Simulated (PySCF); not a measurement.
Molecule: trans-1,2-difluoroethene (C(/F)=C\F, C2H2F2).

Structure with atom numbers: `[F:1]/[CH:2]=[CH:3]/[F:4]`. Hydrogens are named by the atom that carries them.

Spin–spin couplings on one PBE0-D3(BJ)/def2-SVP geometry, PySCF 2.14, gas phase, non-relativistic, equivalent pairs averaged; isotopes 19F; basis pcJ-1.

Reference values (Hz): 3J(F1,F4) = -132.7 (measured; Jessen and Sauer, arXiv:2312.00705).

Problem. How do the couplings (Hz) change with the functional? Times are CPU seconds on shared hosts with different chips, so compare them loosely.

Solution. 
| functional | functions | 3J(F1,F4) | abs. error | core-s |
| --- | --- | --- | --- | --- |
| LDA | 128 | -217.2 | 84.5 | 4 |
| PBE | 128 | -201.2 | 68.5 | 6.2 |
| KT2 | 128 | -207.0 | 74.3 | 6.6 |
| B3LYP | 128 | -164.9 | 32.2 | 7.7 |
| PBE0 | 128 | -159.9 | 27.2 | 6.7 |
| B97-2 | 128 | -169.6 | 36.9 | 6.3 |
| BHandHLYP | 128 | -102.8 | 29.9 | 6.4 |
| CAM-B3LYP | 128 | -151.4 | 18.7 | 8.3 |

Errors compare magnitudes, without vibrational corrections. Closest: CAM-B3LYP; furthest: LDA. Left out for a near triplet instability: HF/pcJ-1.
